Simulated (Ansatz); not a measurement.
Process, species as SMILES: F atom → [F-] (an electron is taken up)
B3LYP-D3(BJ)/def2-TZVP geometries, fixed; electronic energies without zero-point terms; positive where energy is released.
Largest species:
```xyz
1

F      0.0000     0.0000     0.0000
```
Charge 0, spin multiplicity 2.

Basis-set convergence of the adiabatic electron affinity at HF with Ansatz (a quantum-chemistry and plane-wave program). All functions are spherical. Open shells are unrestricted. No added dispersion term, no relativity. Functions are those of the species that has most. Reference: the value in aug-cc-pV5Z, 1.175 eV, itself unsure by roughly 0.005 eV (its mean distance from aug-pcseg-3, aug-cc-pVQZ, def2-QZVPPD). Deviations are taken from unrounded values.

| basis | functions | adiabatic electron affinity (eV) | minus reference (eV) |
|---|---|---|---|
| cc-pVDZ | 14 | -0.252 | -1.427 |
| 6-311G** | 18 | 0.164 | -1.011 |
| 6-311+G** | 22 | 1.245 | 0.070 |
| cc-pVTZ | 30 | 0.511 | -0.664 |
| def2-TZVPPD | 40 | 1.189 | 0.015 |
| aug-pcseg-2 | 46 | 1.203 | 0.028 |
| cc-pVQZ | 55 | 0.839 | -0.335 |
| cc-pV5Z | 91 | 1.072 | -0.103 |
| pcseg-4 | 101 | 1.168 | -0.006 |

The smallest set listed that lies within 0.05 eV of the reference with all its larger relatives (same family, alike in diffuse functions; a set with none counts only in the reference's own line) is def2-TZVPPD (40 functions, 0.015 eV off). Inside, with no larger relative to test it: pcseg-4. (Relatives not listed, tested too: def2-QZVPPD 0.001, aug-pcseg-3 0.009 eV.)
